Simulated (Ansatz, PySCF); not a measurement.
Molecule: methyl formate, C$_{2}$H$_{4}$O$_{2}$, charge 0, multiplicity 1. 
Structure (B3LYP-D3(BJ)/def2-TZVP (Ansatz, a quantum-chemistry and plane-wave program) minimum search):
SMILES: COC=O
```xyz
8

C     -0.9314    -0.0909     0.0015
O     -0.7248    -1.2718    -0.0191
O      0.0010     0.8677     0.0146
H     -1.9259     0.3745     0.0125
C      1.3667     0.4114     0.0025
H      1.9749     1.3108     0.0157
H      1.5676    -0.2028     0.8792
H      1.5619    -0.1729    -0.8956
```

PBE beside other levels, property by property. Correlated levels leave the core frozen unless marked. Open shells are spin-unrestricted. No spin-orbit coupling. Non-relativistic. Basis-set limits of correlation are two-point, X^-3; Hartree-Fock from the larger set. The bracket is a focal-point correction in the basis named. Rows marked 298 K are enthalpies with B3LYP-D3(BJ) harmonic zero-point and thermal terms from PySCF. Enthalpies of formation rest on the atoms' values in the G2/97 table (older ones for B and Si), with no core term in the frozen-core levels. The coupled-cluster column (Ansatz) is a level with limits of its own: (a) RI-MP2/CBS(aug-cc-pVTZ,aug-cc-pVQZ)+[CCSD(T)-MP2]/aug-cc-pVTZ; (b) RI-MP2/CBS(cc-pVTZ,cc-pVQZ)+[CCSD(T)-MP2]/cc-pVTZ.

```json
[
 {"property": "C-O bond dissociation enthalpy, 298 K, to [CH]=O + C[O] (kcal/mol)", "PBE/def2-TZVPD (Ansatz)": "96.3", "r2SCAN/def2-TZVPD (Ansatz)": "94.5", "PBE0/def2-TZVPD (Ansatz)": "95.9", "RPA@PBE/cc-pVQZ (Ansatz)": "92.8", "coupled cluster": "100.9 (a)", "measured": "-"},
 {"property": "C-H bond dissociation enthalpy, 298 K, to CO[C]=O + H atom (kcal/mol)", "PBE/def2-TZVPD (Ansatz)": "94.0", "r2SCAN/def2-TZVPD (Ansatz)": "94.6", "PBE0/def2-TZVPD (Ansatz)": "95.5", "RPA@PBE/cc-pVQZ (Ansatz)": "96.3", "coupled cluster": "100.3 (b)", "measured": "-"},
 {"property": "C-H bond dissociation enthalpy, 298 K, to [CH2]OC=O + H atom (kcal/mol)", "PBE/def2-TZVPD (Ansatz)": "93.8", "r2SCAN/def2-TZVPD (Ansatz)": "93.6", "PBE0/def2-TZVPD (Ansatz)": "94.9", "RPA@PBE/cc-pVQZ (Ansatz)": "98.6", "coupled cluster": "100.7 (b)", "measured": "-"},
 {"property": "enthalpy of formation at 298 K by atomisation (kcal/mol)", "PBE/def2-TZVPD (Ansatz)": "-110.2", "r2SCAN/def2-TZVPD (Ansatz)": "-88.0", "PBE0/def2-TZVPD (Ansatz)": "-85.2", "RPA@PBE/cc-pVQZ (Ansatz)": "-39.1", "coupled cluster": "-85.5 (a)", "measured": "-85.5"}
]
```

Measured values: Active Thermochemical Tables 1.112 (ions: stationary electron), as tabulated in the package chemicals; they hold spin-orbit effects, and any other conformers, which all levels lack, and core correlation, which the frozen-core levels lack.

As the rows show:
- C-O bond dissociation enthalpy, 298 K, to [CH]=O + C[O]: PBE lies 4.6 kcal/mol below coupled cluster.
- C-H bond dissociation enthalpy, 298 K, to CO[C]=O + H atom: PBE lies 6.3 kcal/mol below coupled cluster.
- C-H bond dissociation enthalpy, 298 K, to [CH2]OC=O + H atom: PBE lies 6.9 kcal/mol below coupled cluster.
- enthalpy of formation at 298 K by atomisation: PBE lies 24.7 kcal/mol below the measured value.
